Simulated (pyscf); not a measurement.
Single points on ωB97X-D3(BJ)/def2-SVP structures (PySCF, gas phase).

**Question.** Estimate the classical barrier height and the reaction energy of hydrogen chloride (HCl) + Cl–ZnH -> Cl–Zn–Cl + hydrogen (H₂) at r²SCAN/def2-TZVP. The step runs on the singlet surface, breaks Cl–H, H–Zn and forms Cl–Zn, H–H; take the separated reactants as zero.

**Answer.** ΔE‡ = 7.2 kcal/mol, ΔE = -24.2 kcal/mol. ωB97M-D3(BJ)/def2-TZVP gives 13.0 kcal/mol and -22.6 kcal/mol. Zero-point energy shifts the barrier by -0.2 kcal/mol. It is a four-centre exchange, with an imaginary mode of 1105i cm⁻¹. On the reactant side the descent ends in a complex, 4.7 kcal/mol under the separated species and 15.2 kcal/mol under the saddle at ωB97X-D3(BJ)/def2-TZVP. At ωB97X-D3(BJ)/def2-TZVP the barrier from the zero used here is 10.4 kcal/mol. This is the saddle that the search found; another between the same sides may lie lower. Elements up to Kr have no core potential and no relativistic terms here.
